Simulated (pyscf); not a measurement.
Thermochemistry of product channels of GaH₃ + HO–SiH₃ on the singlet surface, in kcal/mol, from ωB97M-D3(BJ)/def2-TZVP energies (ideal gas, 1 atm, RRHO with modes under 100 cm⁻¹ raised to 100, one conformer, R ln 2 for chiral ones without a mode under 150 cm⁻¹). Single points on ωB97X-D3(BJ)/def2-SVP structures (PySCF, gas phase).

| products | ΔE | ΔH(298 K) | ΔG(600 K) | ΔG(900 K) |
|---|---|---|---|---|
| HO–SiH₂–GaH₂ + H₂ | +4.3 | +3.5 | +5.0 | +4.9 |
| HO–GaH₂ + SiH₄ | +3.2 | +3.6 | +4.8 | +5.3 |
| H₃Si–O–GaH₂ + H₂ | -15.3 | -17.1 | -14.9 | -14.6 |

These are energies of the channels, which say nothing of barriers. Elements up to Kr have no core potential and no relativistic terms here.
